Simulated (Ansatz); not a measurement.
**AlHS (singlet): the correlation ladder at scale of all distances = 1.302, 6-31G**

How much of the correlation energy of AlHS (singlet) does each wave-function method recover here?

Program: Ansatz 0.2.0, Gaussian basis. Level of theory: 6-31G, core rule «outside noble gas», up to 10 orbitals frozen. These are calculated values, not measurements.

The runs, in order: UHF; CCSD(T) on RHF; CCSD(T) on UHF; BCCD(T) on RHF; CISD; CCSDT(Q) on RHF; CCSDT(Q) on UHF; CISDTQ; CCSDTQ on RHF; CASSCF and MRCISD+Q, 2 electrons in 2 orbitals; CASSCF and NEVPT2, 2 electrons in 2 orbitals; CASSCF and MRCISD+Q, 10 electrons in 9 orbitals; CASSCF and MRCISD+Q(relaxed), 10 electrons in 9 orbitals; CASSCF and NEVPT2, 10 electrons in 9 orbitals; Full CI.

19 further runs of the same task are left out: 16 that didn't finish, 3 set aside as unsound or not needed. Runs told in other sessions of the task aren't counted.

**1. The system**

The geometry derives from a PBE0/def2-TZVP stationary point (not a proven minimum). All distances are scaled together.

3 atoms, charge 0, spin multiplicity 1.

Atoms are counted from 1 here; the program's logs count them from 0.

Bond lengths: Al1–S2 2.602 Å.

**2. UHF**

Contents of in.yaml:

```yaml
crystal:
  periodic: [false, false, false]
  atoms:
    - {symbol: Al, position_ang: [0.000000, 0.000000, 0.186316]}
    - {symbol: S, position_ang: [0.000000, 0.000000, -2.416121]}
    - {symbol: H, position_ang: [0.000000, 0.000000, 2.229805]}
basis:
  gaussian: {orbitals: 6-31G}
magnetization: {spin_polarized: true, initial_magnetization: 0}
hamiltonian: {xc: hf}
output: {orbitals: {seedname: orbitals}}
```

The run is started by

```sh
$ ansatz run in.yaml --threads 1 --pin off --events-out ev --progress --plain --max-ram 2393MiB
```

The runs that follow: CCSD(T) on RHF; CCSD(T) on UHF; BCCD(T) on RHF; CISD; CCSDT(Q) on RHF; CCSDT(Q) on UHF; CISDTQ; CCSDTQ on RHF; CASSCF and MRCISD+Q, 2 electrons in 2 orbitals; CASSCF and NEVPT2, 2 electrons in 2 orbitals; CASSCF and MRCISD+Q, 10 electrons in 9 orbitals; CASSCF and MRCISD+Q(relaxed), 10 electrons in 9 orbitals; CASSCF and NEVPT2, 10 electrons in 9 orbitals; Full CI.

Q: Predict the results of all the runs planned. Wanted: FCI from the RHF energy; RMP2 from FCI; UMP2 from FCI; RCCSD from FCI; RCCSD(T) from FCI; UCCSD(T) from FCI; RCCSDT(Q) from FCI; UCCSDT(Q) from FCI; NEVPT2 pair from FCI.

As calculated:

| quantity | value |
| --- | --- |
| FCI from the RHF energy | -3.6238 eV |
| RMP2 from FCI | +25.70 kcal/mol |
| UMP2 from FCI | +33.95 kcal/mol |
| RCCSD from FCI | +5.78 kcal/mol |
| RCCSD(T) from FCI | +1.75 kcal/mol |
| UCCSD(T) from FCI | +2.01 kcal/mol |
| RCCSDT(Q) from FCI | -0.87 kcal/mol |
| UCCSDT(Q) from FCI | -1.34 kcal/mol |
| NEVPT2 pair from FCI | +21.24 kcal/mol |
| MRCISD+Q pair from FCI | -0.67 kcal/mol |
| NEVPT2 valence from FCI | +6.19 kcal/mol |
| levels within 1 kcal/mol (43 meV) | RCCSDT, UCCSDT, CISDTQ, RCCSDT(Q), RCCSDTQ, MRCISD+Q pair, MRCISD valence, MRCISD+Q valence, MRCISD+Q(relaxed) valence |
| T1 diagnostic | 0.076 |
| effectively unpaired electrons | 0.31 |

What this shows: RCCSD(T) misses by +1.75 kcal/mol, 2.1 % of the correlation energy. RCCSDT(Q), UCCSDT(Q), RCCSDTQ, MRCISD+Q pair fall below full CI: unrestricted runs freeze a spin-polarised core, another one than full CI's, and coupled cluster isn't variational. The occupations show static correlation (0.31 effectively unpaired electrons where one determinant has 0). Of the multireference levels listed MRCISD+Q(relaxed) valence comes nearest in total energy (-0.02 kcal/mol), which doesn't show that its space is the better one. These misses are within one basis, not against nature.
